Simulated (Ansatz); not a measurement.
**S₂F (doublet): from Hartree-Fock to the top rungs, cc-pVDZ**

The task here is to estimate one member of a computed series from the others.

Program: Ansatz 0.2.0, Gaussian basis. Level of theory: cc-pVDZ, core rule «outside noble gas», up to 11 orbitals frozen. These are calculated values, not measurements.

To be run: UHF; CCSD(T) on ROHF; CCSD(T) on UHF; BCCD(T) on ROHF; CISD; CCSDT(Q) on ROHF; CCSDT(Q) on UHF; CASSCF and MRCISD+Q, 17 electrons in 11 orbitals; CASSCF and NEVPT4(SD), 17 electrons in 11 orbitals; CASSCF and NEVPT2, 17 electrons in 11 orbitals.

32 further runs of the same task are left out: 16 that didn't finish, 16 set aside as unsound or not needed.

### What is computed

The geometry is a PBE0/def2-TZVP stationary point (not a proven minimum) of the parent state, kept for this charge and spin.

3 atoms, charge 0, spin multiplicity 2.

Atoms are counted from 1 here; the program's logs count them from 0.

Bond lengths: F1–S2 1.740 Å, S2–S3 1.950 Å. Angles: F1–S2–S3 180.0°.

The first run:

File in.yaml:

```yaml
crystal:
  periodic: [false, false, false]
  atoms:
    - {symbol: F, position_ang: [0.000000, 0.000000, 1.810100]}
    - {symbol: S, position_ang: [0.000000, 0.000000, 0.070000]}
    - {symbol: S, position_ang: [0.000000, 0.000000, -1.880100]}
basis:
  gaussian: {orbitals: cc-pVDZ}
magnetization: {spin_polarized: true, initial_magnetization: 1}
hamiltonian: {xc: hf}
output: {orbitals: {seedname: orbitals}}
```

Started as:

```sh
$ ansatz run in.yaml --threads 1 --pin off --events-out ev --progress --plain --max-ram 2393MiB
```

Steps of the session up to this table: UHF; CCSD(T) on ROHF; CCSD(T) on UHF; BCCD(T) on ROHF; CISD; CCSDT(Q) on ROHF; CCSDT(Q) on UHF; CASSCF and MRCISD+Q, 17 electrons in 11 orbitals; CASSCF and NEVPT4(SD), 17 electrons in 11 orbitals; CASSCF and NEVPT2, 17 electrons in 11 orbitals.

One table of the session follows, with a row left open; its other results are not shown here.

```
            method  from RCCSDT(Q) (meV)
              ROHF              +14510.2
              RMP2                +954.0
              UMP2                +994.7
              CISD               +2589.5
             RCCSD                +788.1
             UCCSD                +779.9
          RCCSD(T)                +107.7
          UCCSD(T)                +109.9
           BCCD(T)                 +92.5
            RCCSDT                 +99.4
            UCCSDT                 +97.7
         RCCSDT(Q)                     0
         UCCSDT(Q)                 -26.0
    CASSCF valence                     ?
    NEVPT2 valence               +1717.9
NEVPT4(SD) valence                +180.4
    MRCISD valence               +1412.6
  MRCISD+Q valence                +230.6
```

Q: Estimate the row for CASSCF valence from the others.

**Answer.** from RCCSDT(Q) (meV): +11530.8. In the column «from RCCSDT(Q) (meV)» it lies between CISD (+2589.5) and ROHF (+14510.2).

Left out of the table: UHF (another determinant or state than the rows shown).

Caveats from the session: The determinant is far from a pure spin state, so its energy mixes those of several spin states (harmless only where they are near-degenerate, as at dissociation). Warnings: spin contamination; coupled cluster took another determinant than the lowest. Restricted and unrestricted rows rest on different reference determinants; where their highest levels disagree by more than a few hundredths of an eV, they describe different states and don't form one ladder.
